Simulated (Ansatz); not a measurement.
Geometry optimisation, RKS PBE0-D4/6-31G (Ansatz 0.2.0).

Input file:

```yaml
crystal:
  periodic: [false, false, false]
  atoms:
    - { symbol: Si, position_ang: [-0.90851, 1.2363, -0.59609] }
    - { symbol: S, position_ang: [0.22533, 0.1913, 1.07152] }
    - { symbol: S, position_ang: [0.92528, -1.52806, 0.17384] }
    - { symbol: H, position_ang: [-1.90056, 0.22332, -0.929] }
    - { symbol: H, position_ang: [0.15071, 1.40258, -1.58204] }
    - { symbol: H, position_ang: [-1.33607, 2.39944, 0.1564] }
    - { symbol: H, position_ang: [-0.21521, -1.96642, -0.42624] }
    - { symbol: H, position_ang: [1.39193, -1.00555, -0.99341] }
total_charge: 1
basis:
  gaussian: { orbitals: "6-31G" }
hamiltonian:
  xc: pbe0
  dispersion: d4
relax:
  f_tol: 0.015
  max_steps: 40
```

Run as:

```bash
$ ansatz run input.yaml --threads 1 --pin off --max-ram 2048MiB --backend cpu --events-out ev --progress --plain --runs-dir out
```

Question: Where does it end, and by what steps?

Answer: It converged. The force dipped under the threshold on the way, but the program's further checks kept it going. Limits of this set-up: no polarisation functions, the dipole of an ion depends on the origin. After 8 steps the energy has fallen by 0.498 eV; H8 moved furthest, 0.34 Å.

```json
{"step": "0", "energy less start (eV)": "0.0000", "largest force component (eV/Å)": "2.457", "accepted": "yes"}
{"step": "1", "energy less start (eV)": "-0.3930", "largest force component (eV/Å)": "0.920", "accepted": "yes"}
{"step": "2", "energy less start (eV)": "-0.4794", "largest force component (eV/Å)": "0.211", "accepted": "yes"}
{"step": "3", "energy less start (eV)": "-0.4891", "largest force component (eV/Å)": "0.086", "accepted": "yes"}
{"step": "4", "energy less start (eV)": "-0.4940", "largest force component (eV/Å)": "0.038", "accepted": "yes"}
{"step": "5", "energy less start (eV)": "-0.4977", "largest force component (eV/Å)": "0.029", "accepted": "yes"}
{"step": "6", "energy less start (eV)": "-0.4970", "largest force component (eV/Å)": "0.094", "accepted": "no"}
{"step": "7", "energy less start (eV)": "-0.4979", "largest force component (eV/Å)": "0.006", "accepted": "yes"}
{"step": "8", "energy less start (eV)": "-0.4982", "largest force component (eV/Å)": "0.006", "accepted": "yes"}
```

```xyz
8
Properties=species:S:1:pos:R:3
Si -0.962 1.333 -0.583
S 0.208 0.249 1.107
S 0.997 -1.662 0.186
H -2.058 0.405 -0.990
H 0.027 1.600 -1.668
H -1.390 2.525 0.203
H -0.107 -2.242 -0.404
H 1.618 -1.256 -0.977
```

Run time: 22 s on 1 thread of Arm Neoverse V1 (shared host), peak memory 0.11 GiB.
